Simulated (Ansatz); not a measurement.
A calculation with Ansatz (development build ahead of 0.2.0).

```yaml
crystal:
  periodic: [false, false, false]
  atoms:
    - { symbol: Al, position_ang: [0.0, 0.0, -0.76798] }
    - { symbol: "N", position_ang: [0.0, 0.0, 0.76798] }
basis:
  gaussian: { orbitals: "6-31G" }
magnetization:
  spin_polarized: true
  initial_magnetization: 2
hamiltonian:
  xc: hf
correlation:
  method: ccsd_t
  frozen_orbitals: { Al: 5, "N": 1 }
```

The input is written out in the form of the current development build from the run's settings.

The run gave:

* Converged: yes
* Reference energy: -296.16645 hartree
* Correlation energy: -0.12068 hartree
* Total energy: -296.28712 hartree
